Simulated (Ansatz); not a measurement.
# CHB (triplet): the correlation ladder, def2-QZVPP

An exercise on one series of results from a longer session: the logs are not shown, and one member is left open.

Program: Ansatz 0.2.0, Gaussian basis. Level of theory: def2-QZVPP, core rule «outside noble gas», up to 2 orbitals frozen. These are calculated values, not measurements.

The runs, in order: UHF; ROHF; CCSD(T) on UHF.

2 further runs of the same task are left out: 2 set aside as unsound or not needed.

## What is computed

The geometry is a PBE0/def2-TZVP stationary point (not a proven minimum).

3 atoms, charge 0, spin multiplicity 3.

Atoms are counted from 1 here; the program's logs count them from 0.

Bond lengths: B1–C2 1.353 Å, C2–H3 1.071 Å. Angles: B1–C2–H3 180.0°.

Set-up of the first run:

in.yaml reads:

```yaml
crystal:
  periodic: [false, false, false]
  atoms:
    - {symbol: B, position_ang: [0.000000, 0.000000, 1.259200]}
    - {symbol: C, position_ang: [0.000000, 0.000000, -0.094199]}
    - {symbol: H, position_ang: [0.000000, 0.000000, -1.165001]}
basis:
  gaussian: {orbitals: "def2-QZVPP.json"}
magnetization: {spin_polarized: true, initial_magnetization: 2}
hamiltonian: {xc: hf}
output: {orbitals: {seedname: orbitals}}
```

On the command line:

```sh
$ ansatz run in.yaml --threads 1 --pin off --events-out ev --progress --plain --max-ram 2393MiB
```

Steps of the session up to this table: UHF; ROHF; CCSD(T) on UHF.

One of the session's tables, all rows but one given; the rest of the session is left out.

| method | from UCCSD(T) (meV) |
| --- | --- |
| ROHF | +6473.5 |
| UHF | ? |
| UMP2 | +854.6 |
| UCCSD | +299.0 |
| UCCSD(T) | 0 |

Q: Estimate the row for UHF from the others.

**Answer.** from UCCSD(T) (meV): +6337.7. In the column «from UCCSD(T) (meV)» it lies between UMP2 (+854.6) and ROHF (+6473.5).
